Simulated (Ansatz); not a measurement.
Ansatz (a program for electronic structure) input (RI-MP2/cc-pVTZ):
A basis named .json is the Basis Set Exchange file of that set.

Ansatz 0.2 input:
```yaml
crystal:
  periodic: [false, false, false]
  atoms:
    - {symbol: C, position_ang: [0.00724967, -0.72295051, 0.71906962]}
    - {symbol: C, position_ang: [0.04562440, 0.68254748, 0.81501059]}
    - {symbol: C, position_ang: [-0.04432848, -0.81177839, -0.68647340]}
    - {symbol: C, position_ang: [-0.00734761, 0.73271783, -0.72878450]}
    - {symbol: H, position_ang: [0.01502855, -1.49867503, 1.49062995]}
    - {symbol: H, position_ang: [-0.51892031, 1.32167605, 1.50036933]}
    - {symbol: H, position_ang: [0.52058812, -1.48799353, -1.33494466]}
    - {symbol: H, position_ang: [0.87841978, 1.16576513, -1.21872836]}
    - {symbol: H, position_ang: [-0.90230394, 1.21600897, -1.15026007]}
basis:
  gaussian:
    orbitals: cc-pVTZ
    fitting: {mean_field: def2-universal-jkfit, correlation: cc-pVTZ-RIFIT.json}
total_charge: -1
magnetization: {spin_polarized: false}
correlation: {method: mp2, electrons: outside_noble_gas}
```

Output:

```
Functional definition: HF
integrals: 0.14 GiB planned
390 factors; integrals over basis functions are off by at most 9.5e-1 eV
mean field: 0.37 GiB planned
mean field evaluation 1: about -4196.0130 eV, gradient 2.3e1 eV
mean field evaluation 2: about -4197.6923 eV, gradient 7.1e0 eV
mean field evaluation 4: about -4197.9027 eV, gradient 5.5e-1 eV
mean field evaluation 8: about -4197.9057 eV, gradient 6.8e-7 eV
mean field -4197.90574100 eV, -154.2701905391 hartree, gradient 6.8e-7 eV, S^2 0.000000; 0 other end points of the search recorded, 0 dependent functions left out
4 core orbitals not correlated
474 factors; their error is unknown
reference -4197.90574100 eV, -154.2701905391 hartree; 11, 11 occupied and 175, 175 virtual orbitals, 474 factors
second order -18.65151830 eV of doubles, -0.00000000 eV of singles
Total energy: -4216.55725931 eV, -154.9556211943 hartree
```

It need not be the lowest isomer of its formula. Whether it binds its extra electron was not tested at this geometry.
